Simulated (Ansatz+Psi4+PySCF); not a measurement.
## doublet P2(+): levels of theory in one basis

| atom | x (Å) | y (Å) | z (Å) |
| --- | --- | --- | --- |
| P | 0.0000 | 0.0000 | 0.9661 |
| P | 0.0000 | 0.0000 | -0.9661 |

Basis set: cc-pV(T+d)Z (spherical functions). Correlated methods keep 10 orbitals frozen. Correlation on ROHF uses semicanonical orbitals with singles. Charge 1, multiplicity 2.

Computed with Ansatz (development build ahead of 0.2.0); each method stands on the lowest determinant of its kind that the runs found.

```tsv
method	E − E(ROHF) (eV)	<S²> of the determinant
ROHF	0.00	0.75
UHF	-0.16	1.07
ROHF-MP2	-6.24	–
UHF-MP2	-5.82	1.07
ROHF-CCSD	-7.03	–
UHF-CCSD	-7.01	1.07
ROHF-CCSD(T)	-7.48	–
UHF-CCSD(T)	-7.45	1.07
ROHF-CCSDT	-7.52	–
UHF-CCSDT	-7.51	1.07
```

Caution for UHF, UHF-MP2, UHF-CCSD, UHF-CCSD(T), UHF-CCSDT: the unrestricted determinant is spin contaminated; the determinant breaks the point group. Caution for ROHF-MP2, ROHF-CCSD, ROHF-CCSD(T), ROHF-CCSDT: large share of triples, a single reference is doubtful; a plain start can end on a higher determinant. Caution for ROHF-MP2, UHF-MP2: MP2 on this radical cation hangs on the determinant chosen; another reference gives a lower total. Caution for UHF-MP2, UHF-CCSD, UHF-CCSD(T), UHF-CCSDT: large amplitudes, a single reference is doubtful.
